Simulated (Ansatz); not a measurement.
# [Br···H···CH3], doublet along the distance Br1-H2

Starting geometry:

```xyz
6

Br   -0.4593    0.0000    0.0000
H     0.9613    0.0000    0.0000
C     2.3767    0.0000    0.0000
H     2.3767   -1.0800    0.0000
H     2.3767    0.5400    0.9353
H     2.3767    0.5400   -0.9353
```

From there H2 is moved from one fragment to the other while all else, the fragments' distance too, stays fixed; atoms are numbered as listed. Energies are in kJ/mol, counted from the starting geometry at the same level.

Basis cc-pVDZ; Ansatz 0.2.0. Only valence electrons are correlated (noble-gas cores and the filled d shells of p-block atoms frozen). Prefix R: restricted or restricted open-shell reference; prefix U: unrestricted. Active spaces: valence = (15e, 12o) chosen from the atoms' valence shells. No spin–orbit coupling is included, and no scalar relativity.

Runs in a small pair space aren't shown, since their orbitals change along the scan.

Full CI isn't at hand for all of this; UCCSDT(Q) serves as the reference, and is uncertain by about the last step of the cluster series. The frozen core follows each run's orbitals, which can shift R against U totals by a few meV for light atoms and by up to 0.1 eV past Ca.

```tsv
distance Br1-H2 (Å)	UCCSDT(Q)	error UHF	error BCCD(T)	error CASSCF (valence space)	error NEVPT2 (valence space)	error MRCISD (valence space)	error MRCISD+Q (valence space)
1.421	0.0	0.0	0.0	0.0	0.0	0.0	0.0
1.467	-5.9	3.9	0.1	0.4	0.3	0.1	0.0
1.560	-11.6	10.1	0.2	0.8	1.5	0.3	0.0
1.653	-11.3	12.6	0.1	0.1	3.6	0.2	0.0
1.746	0.1	9.6	-0.1	-2.0	6.2	-0.1	0.0
```

Errors are those of relative energies. In total energy the starting point itself misses UCCSDT(Q) by: UHF 812.9, BCCD(T) 3.0, CASSCF (valence space) 610.9, NEVPT2 (valence space) 134.7, MRCISD (valence space) 49.7, MRCISD+Q (valence space) 3.1 kJ/mol.

Spread of the error over the points with a reference, to 1.746 Å (largest less smallest): MRCISD+Q (valence space) 0.0, BCCD(T) 0.2, MRCISD (valence space) 0.4, CASSCF (valence space) 2.8, NEVPT2 (valence space) 6.2, UHF 12.6 kJ/mol.
